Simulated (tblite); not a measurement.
Species: difluorophosphine, F2HP.
Atom-mapped SMILES: `[F:1][PH:2][F:3]` (hydrogens: H4 on P2)

Calculated harmonic vibrations of the isolated species, GFN2-xTB (tblite), most abundant isotopes, no scaling. The method is semi-empirical: single wavenumbers can be off by several per cent or more. Modes of hydrogen on phosphorus can be 10 to 20 % off.

Harmonic wavenumbers (cm⁻¹): 321.9, 723.6, 770.6, 888.8, 953.6, 2194.5.

A = 22051, B = 9074, C = 6762 MHz; mass 69.978 u (most abundant isotopes); point group Cs, symmetry number 1.

Question: What is the zero-point energy?

Answer: ½Σν̃ = 2926 cm⁻¹ = 35.01 kJ/mol.

Question: Entropy at 500 K, 1 bar (ideal gas, RRHO, classical rotation)?

Answer: Translation 172.58, rotation 102.64, vibration 20.71: S = 295.9 J/(mol K).

Question: And Cp and H(500 K) − H(0)?

Answer: Cp = 62.63 J/(mol K), of which vibrations give 29.37 (their classical limit is 6 R = 49.9); H(500 K) − H(0) = 23.24 kJ/mol without the zero-point energy, 6.61 from vibrations.

Question: Which modes carry the vibrational entropy at 500 K?

Answer: 321.9 cm⁻¹: 9.24; 723.6 cm⁻¹: 3.57; 770.6 cm⁻¹: 3.21; 888.8 cm⁻¹: 2.46; 953.6 cm⁻¹: 2.12; 2194.5 cm⁻¹: 0.11 J/(mol K).

Question: How do the functions run with temperature in this model?

Answer: 
| T (K) | S (J/(mol K)) | Cp (J/(mol K)) | H − H(0) (kJ/mol) | G − H(0) (kJ/mol) | ln q(vib) |
| --- | --- | --- | --- | --- | --- |
| 50 | 198.6 | 33.3 | 1.66 | -8.27 | 0.00 |
| 100 | 222.2 | 35.1 | 3.36 | -18.85 | 0.01 |
| 298.15 | 266.7 | 50.3 | 11.71 | -67.80 | 0.32 |
| 373.15 | 278.6 | 55.8 | 15.70 | -88.26 | 0.52 |
| 750 | 323.0 | 70.5 | 39.99 | -202.26 | 1.71 |
| 1000 | 343.9 | 74.8 | 58.20 | -285.72 | 2.49 |

q(vib) and H(0) count from the zero-point level.

Question: What must be added to the electronic energy to get the Gibbs energy at 500 K and 1 bar?

Answer: ZPE + [H(500 K) − H(0)] − T·S = 35.01 + 23.24 − 147.97 = -89.72 kJ/mol.
